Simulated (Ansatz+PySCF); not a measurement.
doublet ClO2: levels of theory in one basis

| atom | x (Å) | y (Å) | z (Å) |
| --- | --- | --- | --- |
| Cl | 0.0000 | 0.1414 | -1.7365 |
| O | 0.0000 | -0.5060 | 0.4595 |
| O | 0.0000 | 0.3646 | 1.2770 |

Basis set: cc-pVTZ on O; cc-pV(T+d)Z on Cl (spherical functions). Left uncorrelated: 7 orbitals. Correlation on ROHF uses semicanonical orbitals with singles. Charge 0, multiplicity 2.

Computed with Ansatz (development build ahead of 0.2.0); each method stands on the lowest determinant of its kind that the runs found.

```csv
method,E − E(ROHF) (eV),<S²> of the determinant
ROHF,0.00,0.75
UHF,-2.49,1.72
UHF-MP2,-18.83,1.72
```

**Question.** What does ROHF-MP2 give on the same scale?

**Answer.** -17.60 eV.

**Question.** Is a single determinant a sound starting point here?

**Answer.** It is doubtful. Unrestricted orbitals lower Hartree–Fock by 2.49 eV and <S²> is 1.72 where a pure state has 0.75, a sign of strong static correlation.

Caution for ROHF, ROHF-MP2: an unrestricted determinant lies well below. Caution for UHF, UHF-MP2: the unrestricted determinant is a mixture of spin states. Caution for ROHF-MP2, UHF-MP2: forces differ strongly between restricted and unrestricted references. Caution for ROHF-MP2: another reference gives a lower total.
